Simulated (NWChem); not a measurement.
Correlation energy of H₂N

```
N
H 1 1.0470
H 1 1.0470 2 100.10
```
Charge 0, spin multiplicity 2.

Everything below was run with NWChem. The geometry was optimised at UPBE/def2-SVP, a minimum by its harmonic frequencies.

Basis set: def2-QZVP. Each correlation energy counts from its own Hartree-Fock reference.

The correlated methods keep 1 core orbital frozen. The structure started from a generated list of species. The unpaired electrons of the parent sit in orbitals of symmetry b2 (C2v labels of the run); other states weren't searched. No SCF solution was tested for a lower state. Open-shell Hartree-Fock references start from PBE0 orbitals. Coupled-cluster values serve here as a point of comparison, not as the truth.

**Question.** For the correlation energy, UMP2 gives -199.1 mHa and SCS-UMP2 gives -202.5 mHa. What do CCSD on ROHF, CCSD[T] on ROHF, CCSD(T) on ROHF give?

**Answer.** CCSD on ROHF: -219.5 mHa; CCSD[T] on ROHF: -226.6 mHa; CCSD(T) on ROHF: -226.5 mHa.
